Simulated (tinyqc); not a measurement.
Worked calculation (part 2 of 2): UKS/LDA (VWN5) in the sto-3g basis, for LiH, spin multiplicity 3. Computed by tinyqc, a small Python program that keeps every step (integrals from PySCF). Command: `OMP_NUM_THREADS=1 python tinyqc.py 30641 30642 out.jsonl` (the two numbers bound the seeds that draw the settings). One thread of a shared host (Intel(R) Xeon(R) Processor @ 2.60GHz), about 1 s of CPU time with the checks.

Geometry (angstrom):

| atom | x | y | z |
|---|---|---|---|
| Li | 0.00000 | 0.00000 | 0.00000 |
| H | 0.00000 | 0.00000 | 2.12200 |

## Iteration 68 (converged): orbitals

converged F(alpha) (hartree), lower triangle:
```
           1Li 1s    1Li 2s  1Li 2px  1Li 2py   1Li 2pz     2H 1s
1Li 1s   -1.70544
1Li 2s   -0.50479  -0.23719
1Li 2px   0.00000   0.00000  0.00455
1Li 2py   0.00000   0.00000  0.00000  0.00455
1Li 2pz  -0.00402  -0.04168  0.00000  0.00000  -0.04104
2H 1s    -0.04738  -0.13772  0.00000  0.00000  -0.17501  -0.27595
```

converged F(beta) (hartree), lower triangle:
```
           1Li 1s    1Li 2s  1Li 2px  1Li 2py   1Li 2pz     2H 1s
1Li 1s   -1.69044
1Li 2s   -0.49846  -0.18117
1Li 2px   0.00000   0.00000  0.05356
1Li 2py   0.00000   0.00000  0.00000  0.05356
1Li 2pz  -0.00545  -0.04319  0.00000  0.00000   0.02810
2H 1s    -0.04681  -0.10120  0.00000  0.00000  -0.11628  -0.02596
```

X, lower triangle:
```
           1Li 1s    1Li 2s  1Li 2px  1Li 2py   1Li 2pz    2H 1s
1Li 1s    1.02344
1Li 2s   -0.12976   1.05810
1Li 2px   0.00000   0.00000  1.00000
1Li 2py   0.00000   0.00000  0.00000  1.00000
1Li 2pz  -0.00641   0.04936  0.00000  0.00000   1.06898
2H 1s     0.01821  -0.16341  0.00000  0.00000  -0.22936  1.10295
```

Diagonalise F' = X^T F X, C = X C', fill 3 alpha and 1 beta electrons from the bottom; D(s) = C_occ C_occ^T. Each column has its largest component positive (the first on a tie).

F' = X^T F X (alpha) (hartree), lower triangle:
```
          1         2        3        4         5         6
1  -1.65743
2  -0.29279  -0.11898
3   0.00000   0.00000  0.00455
4   0.00000   0.00000  0.00000  0.00455
5  -0.00715  -0.00072  0.00000  0.00000   0.02272
6   0.01144  -0.08842  0.00000  0.00000  -0.13901  -0.20855
```

orbital energies (alpha) (hartree): MO1 -1.71132, MO2 -0.30147, MO3 -0.04745, MO4 0.00455, MO5 0.00455, MO6 0.09799

coefficients C (alpha):
```
              MO1       MO2       MO3       MO4      MO5       MO6
1Li 1s    0.98306  -0.09337  -0.28359   0.00000  0.00000  -0.09536
1Li 2s    0.06356   0.22343   0.98065   0.00000  0.00000   0.38719
1Li 2px   0.00000   0.00000   0.00000  -0.22334  0.97474   0.00000
1Li 2py   0.00000   0.00000   0.00000   0.97474  0.22334   0.00000
1Li 2pz   0.00654   0.21446  -0.30896   0.00000  0.00000   1.02777
2H 1s    -0.00874   0.81964  -0.26658   0.00000  0.00000  -0.74377
```

F' = X^T F X (beta) (hartree), lower triangle:
```
          1         2        3        4         5        6
1  -1.64253
2  -0.29483  -0.06460
3   0.00000   0.00000  0.05356
4   0.00000   0.00000  0.00000  0.05356
5  -0.00793  -0.00643  0.00000  0.00000   0.08523
6   0.01190  -0.09448  0.00000  0.00000  -0.14370  0.05770
```

orbital energies (beta) (hartree): MO1 -1.69588, MO2 -0.12535, MO3 0.02507, MO4 0.05356, MO5 0.05356, MO6 0.23197

coefficients C (beta):
```
              MO1       MO2       MO3      MO4       MO5       MO6
1Li 1s    0.98399  -0.17443  -0.23741  0.00000   0.00000   0.09810
1Li 2s    0.06043   0.52819   0.84000  0.00000   0.00000  -0.42108
1Li 2px   0.00000   0.00000   0.00000  0.97495  -0.22242   0.00000
1Li 2py   0.00000   0.00000   0.00000  0.22242   0.97495   0.00000
1Li 2pz   0.00738   0.37703  -0.51319  0.00000   0.00000  -0.89007
2H 1s    -0.00869   0.53467  -0.28984  0.00000   0.00000   0.96239
```

D(alpha) after iteration 68, lower triangle:
```
           1Li 1s    1Li 2s  1Li 2px  1Li 2py  1Li 2pz    2H 1s
1Li 1s    1.05555
1Li 2s   -0.23648   1.01564
1Li 2px   0.00000   0.00000  0.00000
1Li 2py   0.00000   0.00000  0.00000  0.00000
1Li 2pz   0.07402  -0.25464  0.00000  0.00000  0.14149
2H 1s    -0.00952  -0.07885  0.00000  0.00000  0.25809  0.74295
```

D(beta) after iteration 68, lower triangle:
```
           1Li 1s    1Li 2s  1Li 2px  1Li 2py   1Li 2pz    2H 1s
1Li 1s    0.96823
1Li 2s    0.05946   0.00365
1Li 2px   0.00000   0.00000  0.00000
1Li 2py   0.00000   0.00000  0.00000  0.00000
1Li 2pz   0.00726   0.00045  0.00000  0.00000   0.00005
2H 1s    -0.00855  -0.00053  0.00000  0.00000  -0.00006  0.00008
```

Within a degenerate level the vectors are fixed only up to a rotation; this is one choice.

## Convergence

Stop when the energy changes by less than 1e-10 hartree and every element of the error matrix X^T (F D S - S D F) X (for each spin) is below 3e-06.

Course of the cycle:

| iteration | E (hartree) | change | largest element of the error matrix |
|---|---|---|---|
| 1 | -1.9580844 | - | 7.83e-02 |
| 2 | -4.0138081 | -2.06e+00 | 1.91e-02 |
| 3 | -5.2847274 | -1.27e+00 | 2.13e-02 |
| 4 | -6.0797865 | -7.95e-01 | 3.99e-02 |
| 5 | -6.5885830 | -5.09e-01 | 5.81e-02 |
| 6 | -6.9221530 | -3.34e-01 | 7.23e-02 |
| 7 | -7.1431130 | -2.21e-01 | 8.24e-02 |
| 8 | -7.2969391 | -1.54e-01 | 8.52e-02 |
| 9 | -7.4092821 | -1.12e-01 | 6.54e-02 |
| 10 | -7.4873674 | -7.81e-02 | 4.73e-02 |
| 11 | -7.5414333 | -5.41e-02 | 3.10e-02 |
| 12 | -7.5790186 | -3.76e-02 | 2.08e-02 |
| 13 | -7.6052054 | -2.62e-02 | 1.46e-02 |
| 14 | -7.6234834 | -1.83e-02 | 1.02e-02 |
| ... | ... | ... | ... |
| 55 | -7.6660004 | -8.13e-09 | 4.55e-09 |
| 56 | -7.6660004 | -5.69e-09 | 3.19e-09 |
| 57 | -7.6660004 | -3.98e-09 | 2.23e-09 |
| 58 | -7.6660004 | -2.79e-09 | 1.56e-09 |
| 59 | -7.6660004 | -1.95e-09 | 1.09e-09 |
| 60 | -7.6660004 | -1.37e-09 | 7.65e-10 |
| 61 | -7.6660004 | -9.56e-10 | 5.36e-10 |
| 62 | -7.6660005 | -6.69e-10 | 3.75e-10 |
| 63 | -7.6660005 | -4.68e-10 | 2.62e-10 |
| 64 | -7.6660005 | -3.28e-10 | 1.84e-10 |
| 65 | -7.6660005 | -2.30e-10 | 1.29e-10 |
| 66 | -7.6660005 | -1.61e-10 | 9.00e-11 |
| 67 | -7.6660005 | -1.12e-10 | 6.30e-11 |
| 68 | -7.6660005 | -7.87e-11 | 4.41e-11 |

PySCF UKS in the same basis, fine grid, after a stability check = -7.6663243 hartree

Converged in 68 iterations. The coarse grid moves the energy by +3.24e-04 hartree.

## Populations, bond orders and dipole

overlap S, lower triangle:
```
          1Li 1s   1Li 2s  1Li 2px  1Li 2py  1Li 2pz    2H 1s
1Li 1s   1.00000
1Li 2s   0.24114  1.00000
1Li 2px  0.00000  0.00000  1.00000
1Li 2py  0.00000  0.00000  0.00000  1.00000
1Li 2pz  0.00000  0.00000  0.00000  0.00000  1.00000
2H 1s    0.02087  0.27159  0.00000  0.00000  0.39064  1.00000
```

Mulliken: Z minus the diagonal of D S on the atom; Loewdin: the same with S^(1/2) D S^(1/2); Mayer order: 2 sum_s sum (D(s) S)_ij (D(s) S)_ji over the two atoms.

Charges (e):

| atom | Mulliken | Loewdin | Mulliken spin |
|---|---|---|---|
| 1Li | -0.17811 | -0.21125 | 1.17757 |
| 2H | 0.17811 | 0.21125 | 0.82243 |

Mayer bond orders:

| pair | order |
|---|---|
| 2-1 | 0.29189 |

dipole moment about the origin, x y z (debye): 0.00000  0.00000  3.48539

<S^2> of the determinant (pure state: 2) = 2.00000
